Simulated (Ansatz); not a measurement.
A calculation with Ansatz (development build ahead of 0.2.0).

```yaml
crystal:
  periodic: [false, false, false]
  atoms:
    - { symbol: C, position_ang: [1.21643, 0.0, 0.0] }
    - { symbol: C, position_ang: [0.3759, 1.15689, 0.0] }
    - { symbol: C, position_ang: [-0.98411, 0.715, 0.0] }
    - { symbol: C, position_ang: [-0.98411, -0.715, 0.0] }
    - { symbol: C, position_ang: [0.3759, -1.15689, 0.0] }
    - { symbol: O, position_ang: [2.46643, 0.0, 0.0] }
    - { symbol: H, position_ang: [0.71118, 2.18879, 0.0] }
    - { symbol: H, position_ang: [-1.8619, 1.35275, 0.0] }
    - { symbol: H, position_ang: [-1.8619, -1.35275, 0.0] }
    - { symbol: H, position_ang: [0.71118, -2.18879, 0.0] }
basis:
  gaussian: { orbitals: def2-TZVP }
magnetization:
  initial_magnetization: 2
hamiltonian:
  xc: hf
```

The input is written out in the form of the current development build from the run's settings.

Results

| Property | Result |
| --- | --- |
| Converged | yes |
| Total energy | -266.53324 hartree |
| Spin squared of the determinant | 2.000 |
| Stability test | minimum among restricted orbitals |

Caution: another spin multiplicity may lie lower.
